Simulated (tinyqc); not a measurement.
Worked calculation (part 2 of 2): RHF in the sto-3g basis, for HF, spin multiplicity 1. Computed by tinyqc, a small Python program that keeps every step (integrals from PySCF). Command: `OMP_NUM_THREADS=1 python tinyqc.py 21886 21887 out.jsonl` (the two numbers bound the seeds that draw the settings). One thread of a shared host (Intel(R) Xeon(R) Processor @ 2.60GHz), about 0.06 s of CPU time with the checks.

Geometry (angstrom):

| atom | x | y | z |
|---|---|---|---|
| F | 0.000000 | 0.000000 | 0.000000 |
| H | 0.000000 | 0.000000 | 0.930000 |

## Convergence

Stop when the energy changes by less than 1e-09 hartree and every element of the error matrix X^T (F D S - S D F) X is below 9e-06.

Course of the cycle:

| iteration | E (hartree) | change | largest element of the error matrix |
|---|---|---|---|
| 1 | -42.94679996 | - | 3.52e-01 |
| 2 | -98.02750499 | -5.51e+01 | 7.47e-01 |
| 3 | -98.56362885 | -5.36e-01 | 1.31e-01 |
| 4 | -98.57190095 | -8.27e-03 | 1.13e-02 |
| 5 | -98.57196450 | -6.36e-05 | 1.85e-04 |
| 6 | -98.57196453 | -3.20e-08 | 1.76e-05 |
| 7 | -98.57196453 | -1.68e-10 | 8.27e-08 |

PySCF RHF in the same basis = -98.57196453 hartree

Converged in 7 iterations.

## Populations, bond orders and dipole

D after iteration 7, lower triangle:
```
            1F 1s      1F 2s    1F 2px    1F 2py    1F 2pz     2H 1s
1F 1s    2.116761
1F 2s   -0.493771   2.131760
1F 2px   0.000000   0.000000  2.000000
1F 2py   0.000000   0.000000  0.000000  2.000000
1F 2pz   0.076423  -0.436399  0.000000  0.000000  0.996644
2H 1s   -0.003760  -0.156003  0.000000  0.000000  0.763357  0.601247
```

overlap S, lower triangle:
```
           1F 1s     1F 2s    1F 2px    1F 2py    1F 2pz     2H 1s
1F 1s   1.000000
1F 2s   0.237990  1.000000
1F 2px  0.000000  0.000000  1.000000
1F 2py  0.000000  0.000000  0.000000  1.000000
1F 2pz  0.000000  0.000000  0.000000  0.000000  1.000000
2H 1s   0.047972  0.440196  0.000000  0.000000  0.344739  1.000000
```

Mulliken: Z minus the diagonal of D S on the atom; Loewdin: the same with S^(1/2) D S^(1/2); Mayer order: 2 sum_s sum (D(s) S)_ij (D(s) S)_ji over the two atoms.

Charges (e):

| atom | Mulliken | Loewdin |
|---|---|---|
| 1F | -0.204446 | -0.148453 |
| 2H | 0.204446 | 0.148453 |

Mayer bond orders:

| pair | order |
|---|---|
| 2-1 | 0.958202 |

dipole moment about the origin, x y z (debye): 0.000000  0.000000  1.275995
